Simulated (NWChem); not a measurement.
Species: acetonitrile (C$_{2}$H$_{3}$N); SMILES CC#N

All runs: NWChem. Geometry: optimised at PBE0/def2-SVP. Total energies compare along this basis series because the functional is fixed.

```json
[
 {"level": "PBE/STO-3G", "basis functions": "18", "energy (Ha)": "-130.9030", "highest occupied level (eV)": "-5.98", "orbital gap (eV)": "8.76", "dipole (D)": "3.00"},
 {"level": "PBE/def2-SVP", "basis functions": "57", "energy (Ha)": "-132.4835", "highest occupied level (eV)": "-7.91", "orbital gap (eV)": "7.91", "dipole (D)": "3.70"},
 {"level": "PBE/def2-SVPD", "basis functions": "84", "energy (Ha)": "-132.4917", "highest occupied level (eV)": "-8.12", "orbital gap (eV)": "7.81", "dipole (D)": "3.95"},
 {"level": "PBE/def2-TZVP", "basis functions": "111", "energy (Ha)": "-132.6352", "highest occupied level (eV)": "-8.07", "orbital gap (eV)": "7.80", "dipole (D)": "3.95"},
 {"level": "PBE/def2-TZVPD", "basis functions": "138", "energy (Ha)": "-132.6357", "highest occupied level (eV)": "-8.09", "orbital gap (eV)": "7.48", "dipole (D)": "3.98"},
 {"level": "PBE/def2-TZVPP", "basis functions": "135", "energy (Ha)": "-132.6362", "highest occupied level (eV)": "-8.07", "orbital gap (eV)": "7.79", "dipole (D)": "3.95"},
 {"level": "PBE/def2-QZVP", "basis functions": "261", "energy (Ha)": "-132.6447", "highest occupied level (eV)": "-8.09", "orbital gap (eV)": "7.75", "dipole (D)": "3.99"}
]
```
